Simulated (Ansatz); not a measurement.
Ideal-gas functions of boron trichloride at 298.15 K and 1 bar, from an Ansatz frequency run at PBE0-D4/def2-TZVP.

Molar mass 117.17 g/mol, point group D3h (symmetry number 6), electronic degeneracy 1, moments of inertia 160.468, 160.499, 320.968 u Å². Harmonic wavenumbers (cm⁻¹, unscaled): 253, 253, 458, 476, 976, 976.

Use S(trans) = R[1.5 ln M + 2.5 ln T − 1.1517]; rotational temperatures θ = 24.2544 K / I; S(rot) = R[ln(√π/σ · √(T³/θAθBθC)) + 1.5]; for each mode x = 1.438777 ν̃/T, S = R[x/(eˣ − 1) − ln(1 − e⁻ˣ)] and H = RT x/(eˣ − 1); 1 cm⁻¹ = 0.0119627 kJ/mol; R = 8.31446 J/(mol·K).

Problem. By hand: the entropy, in J/(mol·K).

Solution. Translation 168.3. Rotation: θ = 0.1511, 0.1511, 0.0756 K, giving 99.8. Vibration, mode by mode: 7.15, 7.15, 3.23, 3.02, 0.43, 0.43, in all 21.4. Electronic 0.0. Sum 289.5 J/(mol·K).

Problem. By hand: H − E and G − E in kJ/mol, counted from the electronic energy.

Solution. Zero-point energy ½ × 3392 × 0.0119627 = 20.3; thermal vibration 4.1; translation, rotation and pV give 4 RT = 9.9. H − E = 34.3 kJ/mol, and G − E = 34.3 − 298.15 × 289.5/1000 = -52.0 kJ/mol.

Vibration gives 7 % of the entropy.
